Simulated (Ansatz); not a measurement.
## Worked example: the enthalpy of CH5N + C2H6S → CH4S + C2H7N

Species: CH5N (methylamine) `CN`, singlet; C2H6S (ethanethiol) `CCS`, singlet; CH4S (methanethiol) `CS`, singlet; C2H7N (ethanamine) `CCN`, singlet. The partners trade NH2 for SH; both sit on C, so the bond types are kept.

Shapes, held fixed at every level: PBE0-D4/def2-TZVP. Flexible molecules stand in one conformer, not always the lowest. Programs: Ansatz 0.2.0. The zero-point and thermal terms to 298 K, harmonic and unscaled (PBE0-D4/def2-TZVP), stand in the table.

At CCSD(T)/CBS estimate; 1 Eh = 2625.50 kJ/mol:

```
species  energy (Eh)  H(298 K) − E (kJ/mol)  tabulated ΔfH (kJ/mol)
   CH5N   -95.752808                  180.0                   -20.9
  C2H6S  -477.490911                  211.5                   -46.1
   CH4S  -438.228352                  133.0                   -22.9
  C2H7N  -135.016517                  257.8                   -47.5
```

Work out the reaction enthalpy at 298 K from the calculation and from the table of heats.


1. Electronic: (-438.228352) + (-135.016517) − [(-95.752808) + (-477.490911)] = -0.001150 Eh = -3.0 kJ/mol.
2. Zero-point and thermal: (133.0) + (257.8) − [(180.0) + (211.5)] = -0.7 kJ/mol.
3. Computed ΔH = -3.7 kJ/mol.
4. From the heats of formation (Active Thermochemical Tables, CRC Handbook of Chemistry and Physics): (-22.9) + (-47.5) − [(-20.9) + (-46.1)] = -3.4 kJ/mol.
5. Computed less tabulated: -0.3 kJ/mol. Tabulated heats carry uncertainties of their own.

The CBS estimate extrapolates MP2 from def2-TZVPP and def2-QZVPP and adds CCSD(T) − MP2 in the triple-zeta set, cores frozen.
